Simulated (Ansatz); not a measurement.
**Nudged elastic band run: AlH3Mg**

Input:

```yaml
crystal:
  periodic: [false, false, false]
  atoms:
    - { symbol: Mg, position_ang: [0.54829, -1.320499, 0.849528] }
    - { symbol: Al, position_ang: [-0.361037, 0.861028, -0.557082] }
    - { symbol: H, position_ang: [1.121098, -2.679976, 1.731766] }
    - { symbol: H, position_ang: [-1.710659, 0.857553, -1.440582] }
    - { symbol: H, position_ang: [0.402297, 2.281884, -0.583629] }
basis:
  gaussian: { orbitals: def2-SVP }
hamiltonian:
  xc: blyp
neb:
  order_check: false
  images: 7
  f_tol: 0.03
  max_iterations: 60
  max_displacement: 0.02
  optimiser: lbfgs
  final_atoms:
    - { symbol: Mg, position_ang: [-0.69705236, -0.39494224, 2.37166609] }
    - { symbol: Al, position_ang: [0.15390086, 0.08700364, -0.52412493] }
    - { symbol: H, position_ang: [1.06511102, -1.22823103, -0.56870796] }
    - { symbol: H, position_ang: [-1.3468872, 0.03182068, -1.08281324] }
    - { symbol: H, position_ang: [0.82491669, 1.50433895, -0.19601896] }
  initial_path:
    images:
      - { positions_ang: [[0.54829, -1.320499, 0.849528], [-0.361037, 0.861028, -0.557082], [1.121098, -2.679976, 1.731766], [-1.710659, 0.857553, -1.440582], [0.402297, 2.281884, -0.583629]] }
      - { positions_ang: [[0.54178698, -1.27577569, 1.09517423], [-0.30859691, 0.75010729, -0.45165621], [0.94833799, -2.33502618, 1.30416989], [-1.61701739, 0.69966909, -1.37611645], [0.43547833, 2.1610155, -0.57157046]] }
      - { positions_ang: [[0.53528396, -1.23105239, 1.34082047], [-0.25615682, 0.63918658, -0.34623042], [0.77557799, -1.99007637, 0.87657378], [-1.52337577, 0.54178518, -1.3116509], [0.46865965, 2.040147, -0.55951192]] }
      - { positions_ang: [[0.52878094, -1.18632908, 1.5864667], [-0.20371674, 0.52826586, -0.24080463], [0.60281798, -1.64512655, 0.44897767], [-1.42973416, 0.38390127, -1.24718536], [0.50184098, 1.9192785, -0.54745338]] }
      - { positions_ang: [[0.52227792, -1.14160577, 1.83211293], [-0.15127665, 0.41734515, -0.13537884], [0.43005798, -1.30017674, 0.02138156], [-1.33609255, 0.22601736, -1.18271981], [0.5350223, 1.79841, -0.53539484]] }
      - { positions_ang: [[0.21744535, -0.95493989, 1.96700122], [-0.07498227, 0.33475977, -0.23256536], [0.58882124, -1.28219031, -0.12614082], [-1.33879121, 0.17746819, -1.15774317], [0.6074959, 1.72489223, -0.45055087]] }
      - { positions_ang: [[-0.08738722, -0.768274, 2.10188951], [0.00131211, 0.25217439, -0.32975189], [0.7475845, -1.26420388, -0.2736632], [-1.34148987, 0.12891902, -1.13276652], [0.67996949, 1.65137447, -0.3657069]] }
      - { positions_ang: [[-0.39221979, -0.58160812, 2.2367778], [0.07760648, 0.16958902, -0.42693841], [0.90634776, -1.24621745, -0.42118558], [-1.34418854, 0.08036985, -1.10778988], [0.75244309, 1.57785671, -0.28086293]] }
      - { positions_ang: [[-0.69705236, -0.39494224, 2.37166609], [0.15390086, 0.08700364, -0.52412493], [1.06511102, -1.22823103, -0.56870796], [-1.3468872, 0.03182068, -1.08281324], [0.82491669, 1.50433895, -0.19601896]] }
```

Launched with:

```bash
$ ansatz run input.yaml --threads 1 --pin off --max-ram 2048MiB --backend cpu --events-out ev --progress --plain --runs-dir out
```

Output, in part (warnings, iteration lines):

```
NEB end point (image 0): max|allowed force component| = 2.733e-3 eV/Å (the criterion of neb.relax_end_points is 1.000e-2)
NEB end point (image 8): max|allowed force component| = 1.627e-2 eV/Å (the criterion of neb.relax_end_points is 1.000e-2)
NEB iter   1: max|band force component| = 3.260e1 eV/Å  barrier→ = 9.7059 eV  barrier← = 10.0707 eV  Δτ_max = 0.0200 Å  (247 SCF iters)
NEB iter   2: max|band force component| = 2.808e1 eV/Å  barrier→ = 8.3216 eV  barrier← = 8.6864 eV  Δτ_max = 0.0200 Å  (163 SCF iters)
NEB iter   3: max|band force component| = 2.409e1 eV/Å  barrier→ = 7.1221 eV  barrier← = 7.4868 eV  Δτ_max = 0.0200 Å  (161 SCF iters)
NEB iter   4: max|band force component| = 2.060e1 eV/Å  barrier→ = 6.0881 eV  barrier← = 6.4528 eV  Δτ_max = 0.0200 Å  (169 SCF iters)
NEB iter   5: max|band force component| = 1.760e1 eV/Å  barrier→ = 5.2050 eV  barrier← = 5.5697 eV  Δτ_max = 0.0200 Å  (171 SCF iters)
NEB iter   6: max|band force component| = 1.521e1 eV/Å  barrier→ = 4.5079 eV  barrier← = 4.8726 eV  Δτ_max = 0.0200 Å  (170 SCF iters)
NEB iter   7: max|band force component| = 1.323e1 eV/Å  barrier→ = 3.9353 eV  barrier← = 4.3000 eV  Δτ_max = 0.0200 Å  (186 SCF iters)
NEB iter   8: max|band force component| = 1.154e1 eV/Å  barrier→ = 3.4534 eV  barrier← = 3.8181 eV  Δτ_max = 0.0200 Å  (185 SCF iters)
NEB iter   9: max|band force component| = 1.009e1 eV/Å  barrier→ = 3.0423 eV  barrier← = 3.4071 eV  Δτ_max = 0.0200 Å  (190 SCF iters)
NEB iter  10: max|band force component| = 8.825e0 eV/Å  barrier→ = 2.6887 eV  barrier← = 3.0534 eV  Δτ_max = 0.0200 Å  (192 SCF iters)
NEB iter  11: max|band force component| = 7.718e0 eV/Å  barrier→ = 2.3828 eV  barrier← = 2.7476 eV  Δτ_max = 0.0200 Å  (193 SCF iters)
NEB iter  12: max|band force component| = 6.746e0 eV/Å  barrier→ = 2.1175 eV  barrier← = 2.4822 eV  Δτ_max = 0.0200 Å  (189 SCF iters)
NEB iter  13: max|band force component| = 5.895e0 eV/Å  barrier→ = 1.8879 eV  barrier← = 2.2526 eV  Δτ_max = 0.0200 Å  (188 SCF iters)
NEB iter  14: max|band force component| = 5.217e0 eV/Å  barrier→ = 1.7070 eV  barrier← = 2.0717 eV  Δτ_max = 0.0200 Å  (190 SCF iters)
NEB iter  15: max|band force component| = 4.659e0 eV/Å  barrier→ = 1.5594 eV  barrier← = 1.9241 eV  Δτ_max = 0.0200 Å  (190 SCF iters)
NEB iter  16: max|band force component| = 4.194e0 eV/Å  barrier→ = 1.4579 eV  barrier← = 1.8226 eV  Δτ_max = 0.0200 Å  (190 SCF iters)
NEB iter  17: max|band force component| = 3.804e0 eV/Å  barrier→ = 1.4030 eV  barrier← = 1.7677 eV  Δτ_max = 0.0200 Å  (189 SCF iters)
NEB iter  18: max|band force component| = 3.443e0 eV/Å  barrier→ = 1.3523 eV  barrier← = 1.7171 eV  Δτ_max = 0.0200 Å  (192 SCF iters)
NEB iter  19: max|band force component| = 3.097e0 eV/Å  barrier→ = 1.3060 eV  barrier← = 1.6707 eV  Δτ_max = 0.0200 Å  (188 SCF iters)
NEB iter  20: max|band force component| = 2.768e0 eV/Å  barrier→ = 1.2627 eV  barrier← = 1.6275 eV  Δτ_max = 0.0200 Å  (181 SCF iters)
NEB iter  21: max|band force component| = 2.456e0 eV/Å  barrier→ = 1.2221 eV  barrier← = 1.5868 eV  Δτ_max = 0.0200 Å  (182 SCF iters)
NEB iter  22: max|band force component| = 2.162e0 eV/Å  barrier→ = 1.1839 eV  barrier← = 1.5486 eV  Δτ_max = 0.0200 Å  (186 SCF iters)
NEB iter  23: max|band force component| = 1.891e0 eV/Å  barrier→ = 1.1491 eV  barrier← = 1.5138 eV  Δτ_max = 0.0200 Å  (191 SCF iters)
NEB iter  24: max|band force component| = 1.642e0 eV/Å  barrier→ = 1.1171 eV  barrier← = 1.4818 eV  Δτ_max = 0.0200 Å  (191 SCF iters)
NEB iter  25: max|band force component| = 1.413e0 eV/Å  barrier→ = 1.0872 eV  barrier← = 1.4520 eV  Δτ_max = 0.0200 Å  (190 SCF iters)
NEB iter  26: max|band force component| = 1.209e0 eV/Å  barrier→ = 1.0819 eV  barrier← = 1.4466 eV  Δτ_max = 0.0200 Å  (189 SCF iters)
NEB iter  27: max|band force component| = 1.042e0 eV/Å  barrier→ = 1.0927 eV  barrier← = 1.4574 eV  Δτ_max = 0.0200 Å  (184 SCF iters)
NEB iter  28: max|band force component| = 9.025e-1 eV/Å  barrier→ = 1.1016 eV  barrier← = 1.4663 eV  Δτ_max = 0.0200 Å  (182 SCF iters)
NEB iter  29: max|band force component| = 7.811e-1 eV/Å  barrier→ = 1.1089 eV  barrier← = 1.4736 eV  Δτ_max = 0.0200 Å  (186 SCF iters)
NEB iter  30: max|band force component| = 6.743e-1 eV/Å  barrier→ = 1.1145 eV  barrier← = 1.4792 eV  Δτ_max = 0.0200 Å  (184 SCF iters)
NEB iter  31: max|band force component| = 5.794e-1 eV/Å  barrier→ = 1.1184 eV  barrier← = 1.4832 eV  Δτ_max = 0.0200 Å  (186 SCF iters)
NEB iter  32: max|band force component| = 4.943e-1 eV/Å  barrier→ = 1.1207 eV  barrier← = 1.4854 eV  CI = image 4  Δτ_max = 0.0079 Å  (186 SCF iters)
NEB iter  33: max|band force component| = 3.940e-1 eV/Å  barrier→ = 1.1212 eV  barrier← = 1.4859 eV  CI = image 4  Δτ_max = 0.0200 Å  (152 SCF iters)
NEB iter  34: max|band force component| = 2.164e-1 eV/Å  barrier→ = 1.1219 eV  barrier← = 1.4866 eV  CI = image 4  Δτ_max = 0.0200 Å  (184 SCF iters)
NEB iter  35: max|band force component| = 1.555e-1 eV/Å  barrier→ = 1.1208 eV  barrier← = 1.4855 eV  CI = image 4  Δτ_max = 0.0200 Å  (177 SCF iters)
NEB iter  36: max|band force component| = 1.542e-1 eV/Å  barrier→ = 1.1181 eV  barrier← = 1.4829 eV  CI = image 4  Δτ_max = 0.0200 Å  (179 SCF iters)
NEB iter  37: max|band force component| = 1.668e-1 eV/Å  barrier→ = 1.1142 eV  barrier← = 1.4790 eV  CI = image 4  Δτ_max = 0.0031 Å  (186 SCF iters)
NEB iter  38: max|band force component| = 1.401e-1 eV/Å  barrier→ = 1.1137 eV  barrier← = 1.4784 eV  CI = image 4  Δτ_max = 0.0200 Å  (139 SCF iters)
NEB iter  39: max|band force component| = 1.090e-1 eV/Å  barrier→ = 1.1090 eV  barrier← = 1.4737 eV  CI = image 4  Δτ_max = 0.0200 Å  (186 SCF iters)
NEB iter  40: max|band force component| = 1.836e-1 eV/Å  barrier→ = 1.1047 eV  barrier← = 1.4694 eV  CI = image 4  Δτ_max = 0.0027 Å  (187 SCF iters)
NEB iter  41: max|band force component| = 1.109e-1 eV/Å  barrier→ = 1.1044 eV  barrier← = 1.4691 eV  CI = image 4  Δτ_max = 0.0116 Å  (126 SCF iters)
NEB iter  42: max|band force component| = 1.474e-1 eV/Å  barrier→ = 1.1023 eV  barrier← = 1.4671 eV  CI = image 4  Δτ_max = 0.0033 Å  (168 SCF iters)
NEB iter  43: max|band force component| = 9.135e-2 eV/Å  barrier→ = 1.1021 eV  barrier← = 1.4669 eV  CI = image 4  Δτ_max = 0.0083 Å  (129 SCF iters)
NEB iter  44: max|band force component| = 1.354e-1 eV/Å  barrier→ = 1.1010 eV  barrier← = 1.4658 eV  CI = image 4  Δτ_max = 0.0020 Å  (155 SCF iters)
NEB iter  45: max|band force component| = 8.030e-2 eV/Å  barrier→ = 1.1009 eV  barrier← = 1.4656 eV  CI = image 4  Δτ_max = 0.0088 Å  (127 SCF iters)
NEB iter  46: max|band force component| = 1.264e-1 eV/Å  barrier→ = 1.0996 eV  barrier← = 1.4643 eV  CI = image 4  Δτ_max = 0.0026 Å  (158 SCF iters)
NEB iter  47: max|band force component| = 6.683e-2 eV/Å  barrier→ = 1.0994 eV  barrier← = 1.4642 eV  CI = image 4  Δτ_max = 0.0061 Å  (126 SCF iters)
NEB iter  48: max|band force component| = 1.053e-1 eV/Å  barrier→ = 1.0988 eV  barrier← = 1.4635 eV  CI = image 4  Δτ_max = 0.0016 Å  (149 SCF iters)
NEB iter  49: max|band force component| = 6.089e-2 eV/Å  barrier→ = 1.0986 eV  barrier← = 1.4634 eV  CI = image 4  Δτ_max = 0.0072 Å  (126 SCF iters)
NEB iter  50: max|band force component| = 1.137e-1 eV/Å  barrier→ = 1.0978 eV  barrier← = 1.4625 eV  CI = image 4  Δτ_max = 0.0022 Å  (148 SCF iters)
NEB iter  51: max|band force component| = 5.275e-2 eV/Å  barrier→ = 1.0977 eV  barrier← = 1.4624 eV  CI = image 4  Δτ_max = 0.0048 Å  (124 SCF iters)
NEB iter  52: max|band force component| = 8.668e-2 eV/Å  barrier→ = 1.0972 eV  barrier← = 1.4620 eV  CI = image 4  Δτ_max = 0.0014 Å  (145 SCF iters)
NEB iter  53: max|band force component| = 4.886e-2 eV/Å  barrier→ = 1.0972 eV  barrier← = 1.4619 eV  CI = image 4  Δτ_max = 0.0068 Å  (120 SCF iters)
NEB iter  54: max|band force component| = 1.051e-1 eV/Å  barrier→ = 1.0966 eV  barrier← = 1.4613 eV  CI = image 4  Δτ_max = 0.0020 Å  (148 SCF iters)
NEB iter  55: max|band force component| = 4.725e-2 eV/Å  barrier→ = 1.0965 eV  barrier← = 1.4612 eV  CI = image 4  Δτ_max = 0.0041 Å  (125 SCF iters)
NEB iter  56: max|band force component| = 7.460e-2 eV/Å  barrier→ = 1.0962 eV  barrier← = 1.4609 eV  CI = image 4  Δτ_max = 0.0013 Å  (141 SCF iters)
NEB iter  57: max|band force component| = 4.189e-2 eV/Å  barrier→ = 1.0962 eV  barrier← = 1.4609 eV  CI = image 4  Δτ_max = 0.0063 Å  (119 SCF iters)
NEB iter  58: max|band force component| = 9.872e-2 eV/Å  barrier→ = 1.0957 eV  barrier← = 1.4604 eV  CI = image 4  Δτ_max = 0.0018 Å  (148 SCF iters)
NEB iter  59: max|band force component| = 4.512e-2 eV/Å  barrier→ = 1.0957 eV  barrier← = 1.4604 eV  CI = image 4  Δτ_max = 0.0036 Å  (125 SCF iters)
NEB iter  60: max|band force component| = 6.645e-2 eV/Å  barrier→ = 1.0955 eV  barrier← = 1.4602 eV  CI = image 4  Δτ_max = 0.0011 Å  (136 SCF iters)
Error: NEB band did not converge after 60 iterations: max|band force component| = 6.65e-2 eV/Å (threshold 3.0e-2); raise `neb.max_iterations` in a new run, which can start from the last band evaluated (`neb.initial_path`, with `crystal.atoms` and `neb.final_atoms` set to its first and last images), …
```

It did not converge within its limit. The band didn't meet its force threshold, so its energies are provisional: the largest band force was still 0.07 eV/Å, and over the last iterations the top stayed at 1.10 eV. The orbitals stay closed-shell, which can raise the energy where a bond breaks towards radicals; this wasn't checked here.

Final band (atoms are numbered from 1 in the order of the input):

```
image  path coordinate (Å)  energy (kcal/mol)  Mg1–H3 (Å)  Al2–H3 (Å)
    0                 0.00                0.0        1.72        4.47
    1                 0.65                3.4        1.71        4.26
    2                 1.31               11.0        1.71        3.86
    3                 1.96               19.6        1.74        3.35
    4                 2.62               25.3        1.82        2.69
    5                 3.13               14.9        1.99        2.07
    6                 3.64               -4.0        2.41        1.65
    7                 4.15               -7.6        3.02        1.61
    8                 4.66               -8.4        3.53        1.60
```

The run took 7.2 min on 1 thread of Arm Neoverse V1, with other jobs on the host, peak memory 0.09 GiB.
